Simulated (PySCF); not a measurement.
Compound: C₄H₉P₂ (charge -1).
SMILES with atom numbers: `[PH2:1][CH2:2][P-:3][CH:4]1[CH2:5][CH2:6]1`

NICS is the negative of the GIAO shielding at a point without a nucleus: at the ring centre (0) and 1 Å above and below it (1); zz is the component along the ring normal. Level: GIAO PBE0/pcSseg-1 (PySCF, non-relativistic, gas phase) on the GFN2-xTB geometry, one conformer.

Ring bond lengths (Å), with Mayer bond orders in brackets: C4–C5 1.507 (0.91), C5–C6 1.496 (0.99), C6–C4 1.496 (0.97).

**Question.** Give the NICS values of each ring in ppm.

**Answer.** 
```
    ring                                            type  NICS(0)  NICS(1), two faces  NICS(1)zz, two faces  rms pucker (Å)  centre to ring atoms, mean (Å)
C4–C5–C6  3-membered carbocycle; formal bonds all single    -42.4         -8.6 / -8.4         -22.4 / -20.9            0.00                            0.87
```

**Question.** What do they say, and how far can they be read as aromaticity?

**Answer.** 
- C4–C5–C6: mean NICS(1)zz -21.7 ppm, shielded. C4, C5, C6 have four or more neighbours; no verdict on aromaticity is drawn. NICS(0) lies 34 ppm below the mean NICS(1).

**Question.** What are the shieldings of the ring atoms and their hydrogens in the same run (means over atoms taken as equivalent)?

**Answer.** 
```tsv
atoms	environment	σ isotropic (ppm)
C4	sp3 carbon bound to phosphorus	168.3
C5 (×2)	three-membered-ring carbon	175.1
H on C4	methine hydrogen	31.07
H on C5 (×2)	methylene hydrogen	32.13
H on C5 (×2)	methylene hydrogen	31.14
```

The run took 34 s on Arm Neoverse N1, one thread, on a shared host, and the process peaked at 0.74 GiB of memory. This is the whole shielding run at PBE0/pcSseg-1, SCF included.

Conformer computed: `[PH2:1][CH2:2][P-:3][CH:4]1[CH2:5][CH2:6]1`: P1–C2–P3–C4 -70°, C2–P3–C4–C5 101°, H–P1–C2–P3 52°, H–P1–C2–P3 -40°.
